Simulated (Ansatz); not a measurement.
Correlation energies of C$_{4}$H$_{5}$ClO, SMILES `CC=C=C(O)Cl` by basis set

```xyz
11

C    -0.633   -1.594   -0.725
C     0.382   -0.858    0.089
C     0.457    0.439    0.204
C     0.530    1.734    0.313
O    -0.073    2.515    1.242
Cl    1.462    2.692   -0.772
H    -0.137   -2.201   -1.489
H    -1.205   -2.283   -0.096
H    -1.323   -0.909   -1.216
H     1.114   -1.472    0.617
H    -0.572    1.938    1.832
```

Total charge 0; spin multiplicity 1. The structure was optimised at the PBE0-D4/def2-TZVP level. It is one conformer, not always the lowest. Frozen core, restricted reference, Ansatz 0.2.0. CBS rows extrapolate triple and quadruple zeta; past MP2 they add the triple-zeta difference.

```csv
basis,HF (Eh),MP2 corr.,CCSD corr.,(T),CCSD(T) total
def2-TZVPP,-688.77257,-1.06716,-1.10716,-0.05157,-689.93130
def2-QZVPP,-688.79545,-1.14693,–,–,–
CBS(def2),-688.79860,-1.20602,-1.24603,as TZ,-690.09620
```
